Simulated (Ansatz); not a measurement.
# CHBSi (quintet): from Hartree-Fock to the top rungs, def2-TZVPP

The task here is to estimate one member of a computed series from the others.

Program: Ansatz 0.2.0, Gaussian basis. Level of theory: def2-TZVPP, core rule «outside noble gas», up to 7 orbitals frozen. These are calculated values, not measurements.

To be run: UHF; ROHF; CCSD(T) on UHF.

2 further runs of the same task are left out: 2 set aside as unsound or not needed.

### The geometry

The geometry is a PBE0/def2-TZVP stationary point (not a proven minimum) of the parent state, kept for this charge and spin.

4 atoms, charge 0, spin multiplicity 5.

Atoms are counted from 1 here; the program's logs count them from 0.

Bond lengths: B1–Si2 2.104 Å, B1–C3 1.413 Å, Si2–C3 1.748 Å, Si2–H4 1.507 Å. Angles: Si2–B1–C3 55.5°, B1–Si2–C3 41.8°, B1–Si2–H4 159.6°, C3–Si2–H4 117.8°, B1–C3–Si2 82.7°.

Set-up of the first run:

Contents of in.yaml:

```yaml
crystal:
  periodic: [false, false, false]
  atoms:
    - {symbol: B, position_ang: [0.000000, -0.542119, 1.311636]}
    - {symbol: Si, position_ang: [0.000000, -0.137461, -0.752718]}
    - {symbol: C, position_ang: [0.000000, 0.754866, 0.750494]}
    - {symbol: H, position_ang: [0.000000, 0.649881, -2.037416]}
basis:
  gaussian: {orbitals: def2-TZVPP}
magnetization: {spin_polarized: true, initial_magnetization: 4}
hamiltonian: {xc: hf}
output: {orbitals: {seedname: orbitals}}
```

Command:

```console
ansatz run in.yaml --threads 1 --pin off --events-out ev --progress --plain --max-ram 4096MiB --backend cpu
```

Steps of the session up to this table: UHF; ROHF; CCSD(T) on UHF.

One table of the session follows, with a row left open; its other results are not shown here.

| method | from UCCSD(T) (meV) |
| --- | --- |
| ROHF | +9040.9 |
| UHF | +8643.0 |
| UMP2 | +1599.1 |
| UCCSD | ? |
| UCCSD(T) | 0 |

**Question.** Estimate the row for UCCSD.

**Answer.** from UCCSD(T) (meV): +466.3. In the column «from UCCSD(T) (meV)» it lies between UCCSD(T) (0) and UMP2 (+1599.1).
